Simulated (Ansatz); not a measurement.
# Nudged elastic band run: CH5O2, charge +1

Input:

```yaml
crystal:
  periodic: [false, false, false]
  atoms:
    - { symbol: O, position_ang: [-1.257188, 0.752815, -0.113128] }
    - { symbol: C, position_ang: [0.007835, 0.531158, -0.367518] }
    - { symbol: O, position_ang: [0.434909, -0.938962, 0.524077] }
    - { symbol: H, position_ang: [-1.84944, 0.243568, -0.714338] }
    - { symbol: H, position_ang: [0.31137, 0.150198, -1.360586] }
    - { symbol: H, position_ang: [0.672146, 1.263462, 0.123509] }
    - { symbol: H, position_ang: [0.300295, -0.795744, 1.492655] }
    - { symbol: H, position_ang: [1.380073, -1.206495, 0.415331] }
total_charge: 1
basis:
  gaussian: { orbitals: cc-pVDZ }
hamiltonian:
  xc: pbe
neb:
  order_check: false
  images: 9
  f_tol: 0.5
  max_iterations: 60
  final_atoms:
    - { symbol: O, position_ang: [-0.97819743, 0.781506, -0.11068889] }
    - { symbol: C, position_ang: [0.56001931, 0.36086369, -0.30261717] }
    - { symbol: O, position_ang: [0.53782788, -0.89384704, 0.70117041] }
    - { symbol: H, position_ang: [-1.55890792, 0.7391512, -0.91129549] }
    - { symbol: H, position_ang: [0.44914791, -0.20626866, -1.26415036] }
    - { symbol: H, position_ang: [-0.9636885, 1.71659928, 0.20123268] }
    - { symbol: H, position_ang: [1.23435669, -0.71244153, 1.37491449] }
    - { symbol: H, position_ang: [0.71944207, -1.78556293, 0.31143633] }
  initial_path:
    images:
      - { positions_ang: [[-1.257188, 0.752815, -0.113128], [0.007835, 0.531158, -0.367518], [0.434909, -0.938962, 0.524077], [-1.84944, 0.243568, -0.714338], [0.31137, 0.150198, -1.360586], [0.672146, 1.263462, 0.123509], [0.300295, -0.795744, 1.492655], [1.380073, -1.206495, 0.415331]] }
      - { positions_ang: [[-1.21636502, 0.7545033, -0.13428032], [0.04908411, 0.51964395, -0.35947759], [0.45940334, -0.88590482, 0.57513108], [-1.8132343, 0.24268059, -0.72349156], [0.36385342, 0.12843764, -1.3420438], [0.50433932, 1.31501312, 0.15503641], [0.54284097, -0.810787, 1.36203603], [1.11007815, -1.26358678, 0.46709175]] }
      - { positions_ang: [[-1.17554204, 0.7561916, -0.15543265], [0.09033322, 0.50812991, -0.35143718], [0.48389768, -0.83284764, 0.62618516], [-1.77702859, 0.24179318, -0.73264511], [0.41633684, 0.10667728, -1.3235016], [0.33653265, 1.36656425, 0.18656383], [0.78538694, -0.82583001, 1.23141706], [0.8400833, -1.32067857, 0.51885251]] }
      - { positions_ang: [[-1.13471906, 0.7578799, -0.17658497], [0.13158232, 0.49661586, -0.34339678], [0.50839202, -0.77979046, 0.67723924], [-1.74082289, 0.24090578, -0.74179867], [0.46882026, 0.08491692, -1.3049594], [0.16872597, 1.41811537, 0.21809124], [1.02793292, -0.84087301, 1.10079808], [0.57008846, -1.37777035, 0.57061326]] }
      - { positions_ang: [[-1.09389609, 0.7595682, -0.1977373], [0.17283143, 0.48510181, -0.33535637], [0.53288636, -0.72673329, 0.72829331], [-1.70461718, 0.24001837, -0.75095223], [0.52130369, 0.06315656, -1.2864172], [0.0009193, 1.46966649, 0.24961866], [1.27047889, -0.85591601, 0.97017911], [0.30009361, -1.43486213, 0.62237401]] }
      - { positions_ang: [[-1.05307311, 0.7612565, -0.21888962], [0.21408054, 0.47358776, -0.32731596], [0.5573807, -0.67367611, 0.77934739], [-1.66841148, 0.23913096, -0.76010579], [0.57378711, 0.0413962, -1.267875], [-0.16688738, 1.52121762, 0.28114607], [1.51302486, -0.87095902, 0.83956014], [0.03009876, -1.49195392, 0.67413477]] }
      - { positions_ang: [[-1.03809797, 0.7653064, -0.19724948], [0.28326829, 0.45104295, -0.3223762], [0.55347013, -0.71771029, 0.763712], [-1.64651077, 0.33913501, -0.79034373], [0.54885927, -0.00813677, -1.26713007], [-0.3262476, 1.56029395, 0.26516339], [1.45729123, -0.83925552, 0.94663101], [0.16796742, -1.55067572, 0.60159508]] }
      - { positions_ang: [[-1.02312284, 0.7693563, -0.17560933], [0.35245605, 0.42849813, -0.31743644], [0.54955957, -0.76174448, 0.7480766], [-1.62461005, 0.43913906, -0.82058167], [0.52393143, -0.05766975, -1.26638514], [-0.48560783, 1.59937028, 0.24918071], [1.40155759, -0.80755202, 1.05370188], [0.30583608, -1.60939752, 0.52905539]] }
      - { positions_ang: [[-1.0081477, 0.7734062, -0.15396919], [0.4216438, 0.40595332, -0.31249668], [0.545649, -0.80577867, 0.7324412], [-1.60270934, 0.5391431, -0.85081961], [0.49900359, -0.10720272, -1.26564021], [-0.64496805, 1.63844662, 0.23319804], [1.34582396, -0.77584852, 1.16077275], [0.44370475, -1.66811933, 0.4565157]] }
      - { positions_ang: [[-0.99317257, 0.7774561, -0.13232904], [0.49083155, 0.3834085, -0.30755692], [0.54173844, -0.84981285, 0.71680581], [-1.58080863, 0.63914715, -0.88105755], [0.47407575, -0.15673569, -1.26489529], [-0.80432828, 1.67752295, 0.21721536], [1.29009033, -0.74414503, 1.26784362], [0.58157341, -1.72684113, 0.38397601]] }
      - { positions_ang: [[-0.97819743, 0.781506, -0.11068889], [0.56001931, 0.36086369, -0.30261717], [0.53782788, -0.89384704, 0.70117041], [-1.55890792, 0.7391512, -0.91129549], [0.44914791, -0.20626866, -1.26415036], [-0.9636885, 1.71659928, 0.20123268], [1.23435669, -0.71244153, 1.37491449], [0.71944207, -1.78556293, 0.31143633]] }
```

Command:

```bash
$ ansatz run input.yaml --threads 1 --pin off --max-ram 2048MiB --backend cpu --events-out ev --progress --plain --runs-dir out
```

Output, in part (warnings, iteration lines, the closing report on the highest movable image, with atoms numbered from 0):

```
NEB end point (image 0): max|allowed force component| = 1.392e-2 eV/Å (the criterion of neb.relax_end_points is 1.000e-1)
NEB end point (image 10): max|allowed force component| = 1.822e-2 eV/Å (the criterion of neb.relax_end_points is 1.000e-1)
NEB iter   1: max|band force component| = 7.320e1 eV/Å  barrier→ = 16.4184 eV  barrier← = 13.2724 eV  Δτ_max = 0.1998 Å  (273 SCF iters)
NEB iter   2: max|band force component| = 3.355e1 eV/Å  barrier→ = 6.7324 eV  barrier← = 3.5864 eV  Δτ_max = 0.2000 Å  (276 SCF iters)
NEB iter   3: max|band force component| = 9.542e0 eV/Å  barrier→ = 4.0094 eV  barrier← = 0.8634 eV  Δτ_max = 0.1990 Å  (273 SCF iters)
NEB iter   4: max|band force component| = 4.865e0 eV/Å  barrier→ = 3.8837 eV  barrier← = 0.7377 eV  Δτ_max = 0.1916 Å  (276 SCF iters)
NEB iter   5: max|band force component| = 3.054e0 eV/Å  barrier→ = 3.8684 eV  barrier← = 0.7224 eV  Δτ_max = 0.1912 Å  (278 SCF iters)
NEB iter   6: max|band force component| = 1.379e0 eV/Å  barrier→ = 3.8153 eV  barrier← = 0.6694 eV  Δτ_max = 0.1987 Å  (263 SCF iters)
NEB iter   7: max|band force component| = 8.459e-1 eV/Å  barrier→ = 3.7460 eV  barrier← = 0.6000 eV  Δτ_max = 0.1574 Å  (245 SCF iters)
NEB iter   8: max|band force component| = 5.642e-1 eV/Å  barrier→ = 3.6565 eV  barrier← = 0.5106 eV  Δτ_max = 0.0257 Å  (249 SCF iters)
NEB iter   9: max|band force component| = 8.070e-1 eV/Å  barrier→ = 3.6553 eV  barrier← = 0.5093 eV  CI = image 8  Δτ_max = 0.1731 Å  (247 SCF iters)
NEB iter  10: max|band force component| = 9.569e-1 eV/Å  barrier→ = 3.7450 eV  barrier← = 0.5990 eV  CI = image 8  Δτ_max = 0.0621 Å  (249 SCF iters)
NEB iter  11: max|band force component| = 1.796e-1 eV/Å  barrier→ = 3.7344 eV  barrier← = 0.5885 eV  CI = image 8  Δτ_max = 0.0000 Å  (478 SCF iters)
Total energy: -5195.01529089 eV, -190.9132906323 hartree
Atom 0 at    -1.161697     0.731832    -0.013786 Å, force    -0.169204    -0.050009     0.117160 eV/Å
Atom 1 at     0.349893     0.324782    -0.281018 Å, force     0.030897     0.091315    -0.023304 eV/Å
Atom 2 at     0.529401    -0.839100     0.695950 Å, force     0.006748     0.036847    -0.050069 eV/Å
Atom 3 at    -1.700044     0.769589    -0.847208 Å, force     0.093031     0.021306    -0.018420 eV/Å
Atom 4 at     0.368599    -0.148952    -1.282326 Å, force     0.019020    -0.040577    -0.009927 eV/Å
Atom 5 at    -0.338720     1.498427     0.068484 Å, force     0.047539    -0.032161    -0.030060 eV/Å
Atom 6 at     1.227549    -0.607470     1.357279 Å, force    -0.033787    -0.037370    -0.046552 eV/Å
Atom 7 at     0.725018    -1.729108     0.302627 Å, force     0.005755     0.010648     0.061172 eV/Å
Dipole moment:     0.234281    -0.460499    -0.130563 e Å
```

The forces met the threshold. The threshold of 0.5 eV/Å is loose, so the images may lie well off the minimum-energy path. Neighbouring images differ by up to 1.6 eV, so the band resolves the path poorly. The order of the stationary point at the top wasn't checked. The orbitals stay closed-shell, which can raise the energy where a bond breaks towards radicals; this wasn't checked here. Limits of this set-up: the dipole of an ion depends on the origin.

Final band (atoms are numbered from 1 in the order of the input):

```csv
image,path coordinate (Å),energy (eV),C2–H6 (Å),O1–H6 (Å)
0,0.00,0.00,1.10,2.01
1,0.33,0.01,1.10,2.01
2,0.65,0.02,1.10,2.00
3,0.98,0.05,1.10,2.00
4,1.31,0.10,1.10,1.99
5,1.64,0.45,1.10,1.91
6,1.97,1.40,1.11,1.70
7,2.30,2.96,1.19,1.41
8,2.62,3.73,1.40,1.13
9,3.00,3.36,1.78,0.99
10,3.38,3.15,2.10,0.99
```

Time of the run: 2 min on 1 thread of Arm Neoverse V2, with other jobs on the host, peak memory 0.24 GiB.
